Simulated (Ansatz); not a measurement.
Basis-set extrapolation for `FC1=CC(F)C1` (PBE0-D4/def2-TZVP geometry, frozen core, Ansatz 0.2.0). Multiplicity 1, RHF reference.

```csv
,def2-TZVPP,def2-QZVPP
HF,-352.757540,-352.772867
MP2 correlation,-1.131883,-1.221316
CCSD(T) correlation,-1.202078,not run
```

Energies in hartree. Use E(X) = E(∞) + A·exp(−7.88·√X) for Hartree–Fock and E(X) = E(∞) + B·X^(−2.97) for correlation, with X = 3 and 4, and add CCSD(T) minus MP2 of the smaller set to the MP2 limit.

Problem. What is the CCSD(T) energy at the basis-set limit?

Solution. HF limit: -352.772867 + (-0.015327) × 0.13774 = -352.77498. MP2 limit: -1.221316 + (-0.089433) × 0.74074 = -1.28756. Higher-order term: -1.202078 − (-1.131883) = -0.07020. Total: -354.13274 hartree, 108.6 kcal/mol below CCSD(T)/def2-TZVPP.
